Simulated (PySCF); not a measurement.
Molecule: `Cl`, ClH.

Atoms are numbered as in `[ClH:1]` (H(Xn): hydrogen on atom n).

Geometry PBE0-D3(BJ)/def2-SVP throughout; GIAO in PySCF 2.14, gas phase, one conformer, non-relativistic; equivalent atoms averaged; functional PBE0.

Question: How do the absolute shieldings σ depend on the basis set? (ppm; last column core-seconds on shared hosts with different chips, so compare them loosely)

Answer: 
```csv
basis set,functions,Cl1,H(Cl1),core-s
STO-3G,10,1025.8,32.43,0.18
6-31G,15,931.2,32.80,0.35
pcSseg-0,15,952.4,32.44,0.54
6-31G*,20,929.8,31.75,0.38
def2-SVP,23,968.3,31.20,0.32
cc-pVDZ,23,960.5,30.96,0.73
pcSseg-1,29,943.3,30.43,0.88
aug-cc-pVDZ,36,967.6,31.22,0.85
"6-311+G(2d,p)",41,948.0,31.13,0.51
def2-TZVP,43,932.7,30.92,0.58
cc-pVTZ,48,952.4,30.76,1
IGLO-III,54,944.8,31.00,0.98
pcSseg-2,57,940.8,30.49,0.39
pcSseg-3,109,941.9,30.59,2.4
```

Question: Which nucleus moves most, in ppm?

Answer: Cl1 (chlorine bonded to H): from 929.8 ppm with 6-31G* to 1025.8 ppm with STO-3G. The smallest spread is 2.37 ppm, at H(Cl1).

Question: Taking the largest basis, pcSseg-3 (109 functions), as the yardstick, rank the others by their worst heavy-atom deviation.

Answer: pcSseg-2 1.0 ppm (57 functions), pcSseg-1 1.4 ppm (29 functions), IGLO-III 2.9 ppm (54 functions), 6-311+G(2d,p) 6.2 ppm (41 functions), def2-TZVP 9.2 ppm (43 functions), pcSseg-0 10.5 ppm (15 functions), cc-pVTZ 10.5 ppm (48 functions), 6-31G 10.6 ppm (15 functions), 6-31G* 12.0 ppm (20 functions), cc-pVDZ 18.7 ppm (23 functions), aug-cc-pVDZ 25.8 ppm (36 functions), def2-SVP 26.5 ppm (23 functions), STO-3G 84.0 ppm (10 functions).

A small basis that lands close on one nucleus may do so by chance; judge by the trend and by all nuclei.
